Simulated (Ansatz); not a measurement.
## CsCdBO3 (P2₁3, No. 198; cell taken from a computed entry)

Level of theory: PBE0 (PAW; Ansatz, a program for electronic structure).

Run with plane-wave cutoff 460 eV, 4×4×4 k mesh, Fermi–Dirac smearing 0.01 eV, scalar-relativistic PAW data made under PBE.

Cell (relaxed with PBEsol):

```yaml
crystal:
  lattice:
    - [7.47557, 0.00000, 0.00000]
    - [0.00000, 7.47557, 0.00000]
    - [0.00000, 0.00000, 7.47557]
  atoms:
    - { symbol: Cs, position: [0.63778, 0.13778, 0.36222] }
    - { symbol: Cs, position: [0.86222, 0.86222, 0.86222] }
    - { symbol: Cs, position: [0.13778, 0.36222, 0.63778] }
    - { symbol: Cs, position: [0.36222, 0.63778, 0.13778] }
    - { symbol: Cd, position: [0.64610, 0.35390, 0.85390] }
    - { symbol: Cd, position: [0.85390, 0.64610, 0.35390] }
    - { symbol: Cd, position: [0.14610, 0.14610, 0.14610] }
    - { symbol: Cd, position: [0.35390, 0.85390, 0.64610] }
    - { symbol: B, position: [0.59652, 0.59652, 0.59652] }
    - { symbol: B, position: [0.90348, 0.40348, 0.09652] }
    - { symbol: B, position: [0.09652, 0.90348, 0.40348] }
    - { symbol: B, position: [0.40348, 0.09652, 0.90348] }
    - { symbol: O, position: [0.52709, 0.08585, 0.76552] }
    - { symbol: O, position: [0.97291, 0.91415, 0.26552] }
    - { symbol: O, position: [0.02709, 0.41415, 0.23448] }
    - { symbol: O, position: [0.47291, 0.58585, 0.73448] }
    - { symbol: O, position: [0.76552, 0.52709, 0.08585] }
    - { symbol: O, position: [0.26552, 0.97291, 0.91415] }
    - { symbol: O, position: [0.23448, 0.02709, 0.41415] }
    - { symbol: O, position: [0.73448, 0.47291, 0.58585] }
    - { symbol: O, position: [0.08585, 0.76552, 0.52709] }
    - { symbol: O, position: [0.91415, 0.26552, 0.97291] }
    - { symbol: O, position: [0.41415, 0.23448, 0.02709] }
    - { symbol: O, position: [0.58585, 0.73448, 0.47291] }
```

For CsCdBO3 (P2₁3, No. 198; cell taken from a computed entry), the band gap is 4.15 eV (on the SCF k mesh). The smallest direct gap on the k points sampled is 4.40 eV.

Note: cell and atoms aren't relaxed at this level (largest force component 0.35 eV/Å, pressure 0.3 GPa).

Spin–orbit coupling is not included.

Static lattice: no zero-point or thermal effects.

The result took around 25 core-minutes (rough).
